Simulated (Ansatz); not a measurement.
A made-up structure of CH4NS (charge +1), closed shell:

N1  (-0.697, 0.299, -0.679)
C2  (0.058, 0.357, 0.558)
S3  (1.425, -0.777, 1.172)
H4  (-0.530, -0.497, -1.468)
H5  (-1.498, 1.071, -0.896)
H6  (-0.216, 1.262, 1.326)
H7  (1.458, -1.716, -0.013)
(Å)

It is relaxed with PBE-D4/def2-SVP and then PBE0-D4/def2-TZVP (Ansatz 0.2.0). Atoms count as bonded within 1.22 times the sum of their covalent radii (H–H: 0.88 Å). The end point is not checked to be a true minimum.

**Question.** Does its bonding change? (Judge from chemistry; the calculation decides.)

**Answer.** The calculation gives: No: no bond forms or breaks.

Where it ends: The first stage lowers the energy by 1.61 eV in 6 steps. It ends as CH₄NS ([NH2][CH][SH]), total charge +1:
| atom | x (Å) | y (Å) | z (Å) |
| --- | --- | --- | --- |
| N1 | -0.6222 | 0.2670 | -0.6060 |
| C2 | 0.0518 | 0.3183 | 0.4980 |
| S3 | 1.2729 | -0.6934 | 1.0465 |
| H4 | -0.4730 | -0.4440 | -1.3108 |
| H5 | -1.3377 | 0.9566 | -0.8002 |
| H6 | -0.1934 | 1.1272 | 1.1838 |
| H7 | 1.3015 | -1.5318 | -0.0113 |

Labels in which every atom is bracketed show which atoms are joined, not bond orders.

For scale, one of the runs: PBE0-D4/def2-TZVP relaxation, 123 basis functions, launched by `ansatz run in.yaml --threads 2 --pin off --events-out ev --progress --plain --max-ram 4352MiB`. The run took about 12 s on 2 CPU threads of an Arm Neoverse V1 (shared host).
